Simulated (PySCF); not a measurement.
A GIAO shielding run with PySCF (density fitting, non-relativistic, gas phase) on 5-methyl-1,3-cyclopentadiene (SMILES CC1C=CC=C1):

```
{"job": {"kind": "nmr", "xc": "wB97X-D", "basis": "pcSseg-1", "pop": false}, "charge": 0, "multiplicity": 1}
C      1.770824    -0.208952     0.132428
C      0.313468    -0.019967     0.554051
C     -0.376615     1.151184    -0.082681
C     -1.510125     0.733696    -0.683579
C     -1.645273    -0.713306    -0.501372
C     -0.592288    -1.166660     0.209877
H      2.376832     0.668936     0.403110
H      2.212794    -1.088604     0.624423
H      1.840884    -0.352595    -0.956176
H      0.285245     0.121766     1.654736
H      0.005591     2.172666    -0.043312
H     -2.223621     1.361004    -1.221316
H     -2.472625    -1.313824    -0.884361
H     -0.400233    -2.198597     0.508534
```

Hardware: 1 thread of an Arm Neoverse V1, shared host.

Problem. How large is the calculation?

Solution. 44 electrons, 142 basis functions and 730 auxiliary functions.

Problem. How long does it take?

Solution. 14 s of wall time, with 13 SCF cycles and 6 response iterations. Times on a shared host scatter by some tens of per cent.

Problem. And these other runs on the same molecule and hardware: GIAO shielding at BLYP/pcSseg-1; GIAO shielding at BP86/pcSseg-1; GIAO shielding at HF/pcSseg-1; GIAO shielding at LDA/pcSseg-1; GIAO shielding at OPBE/pcSseg-1; GIAO shielding at PBE/pcSseg-1?

Solution. BLYP/pcSseg-1: 142 functions, 19 s; BP86/pcSseg-1: 142 functions, 19 s; HF/pcSseg-1: 142 functions, 4.9 s; LDA/pcSseg-1: 142 functions, 15 s; OPBE/pcSseg-1: 142 functions, 18 s; PBE/pcSseg-1: 142 functions, 18 s.
